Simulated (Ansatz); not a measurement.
# 1T (CdI2-type) CdI2

These are PBE-D4 (Ansatz, a first-principles code, PAW) values and carry that method's errors.

Numerical settings: plane-wave cutoff 520 eV, 12×12×6 k mesh (along the axes of the cell as run), Fermi–Dirac smearing 0.01 eV, scalar-relativistic PAW data made under PBE.

Cell (relaxed at this level):

```
CdI2
1.0
    2.12051    -3.67284     0.00000
    2.12051     3.67284     0.00000
    0.00000     0.00000     6.81466
Cd I
1 2
Direct
  0.00000   0.00000   0.00000
  0.33333   0.66667   0.25372
  0.66667   0.33333   0.74628
```

For 1T (CdI2-type) CdI2, the bulk modulus is 17.1 GPa and the band gap is 2.31 eV. The smallest direct gap on the k points sampled is 2.57 eV.

Note: the bulk modulus comes from volumes at which shape and atoms were relaxed.

Spin–orbit coupling is not included; with these elements it can move the gap by several tenths of an eV or more.
